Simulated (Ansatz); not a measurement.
Reaction (SMILES): C#C (C2H2) → C#[C-] + H+
B3LYP-D3(BJ)/def2-TZVP geometries, fixed; electronic energies without zero-point terms.
Largest species:
```xyz
4

C      0.0000     0.0000    -0.5984
C      0.0000     0.0000     0.5984
H      0.0000     0.0000     1.6611
H      0.0000     0.0000    -1.6611
```
Charge 0, spin multiplicity 1.

Basis-set convergence of the deprotonation energy at B2PLYP with Ansatz (a quantum-chemistry and plane-wave program). Cartesian d functions, on some or all atoms, in 6-31G*, 6-31+G*; all else is spherical. Cores are frozen. No added dispersion term, no relativity. Functions are those of the species that has most. Reference: the value in aug-pcseg-3, 384.02 kcal/mol, itself unsure by roughly 0.37 kcal/mol (its mean distance from aug-cc-pVQZ, def2-QZVPPD). Deviations are taken from unrounded values.

```tsv
basis	functions	deprotonation energy (kcal/mol)
6-31G*	34	403.48
6-31+G*	42	380.93
cc-pVDZ	38	395.39
aug-cc-pVDZ	64	380.17
def2-SVP	38	396.58
def2-SVPD	56	387.00
pcseg-1	38	390.91
aug-pcseg-1	64	380.91
6-311G**	48	395.07
6-311+G**	56	383.62
def2-TZVP	74	386.53
def2-TZVPD	92	384.54
cc-pVTZ	88	390.46
aug-cc-pVTZ	138	383.47
pcseg-2	88	386.41
aug-pcseg-2	138	384.16
def2-TZVPP	90	387.06
def2-TZVPPD	108	385.14
cc-pVQZ	170	387.07
aug-cc-pVQZ	252	383.69
def2-QZVPP	174	385.11
def2-QZVPPD	192	384.42
pcseg-3	186	384.34
aug-pcseg-3	268	384.02
```

What the diffuse functions change, pair by pair:
- 6-31G* to 6-31+G*: 8 more functions, deviation 19.46 to -3.10 kcal/mol
- cc-pVDZ to aug-cc-pVDZ: 26 more functions, deviation 11.36 to -3.85 kcal/mol
- def2-SVP to def2-SVPD: 18 more functions, deviation 12.56 to 2.98 kcal/mol
- pcseg-1 to aug-pcseg-1: 26 more functions, deviation 6.88 to -3.12 kcal/mol
- 6-311G** to 6-311+G**: 8 more functions, deviation 11.05 to -0.41 kcal/mol
- def2-TZVP to def2-TZVPD: 18 more functions, deviation 2.50 to 0.52 kcal/mol
- cc-pVTZ to aug-cc-pVTZ: 50 more functions, deviation 6.44 to -0.55 kcal/mol
- pcseg-2 to aug-pcseg-2: 50 more functions, deviation 2.39 to 0.13 kcal/mol
- def2-TZVPP to def2-TZVPPD: 18 more functions, deviation 3.04 to 1.12 kcal/mol
- cc-pVQZ to aug-cc-pVQZ: 82 more functions, deviation 3.05 to -0.33 kcal/mol
- def2-QZVPP to def2-QZVPPD: 18 more functions, deviation 1.09 to 0.40 kcal/mol
- pcseg-3 to aug-pcseg-3: 82 more functions, deviation 0.32 to 0.00 kcal/mol

Leaving out the reference's own pair, they bring the value nearer the reference by more than 0.37 kcal/mol in 11 of 11 pairs.
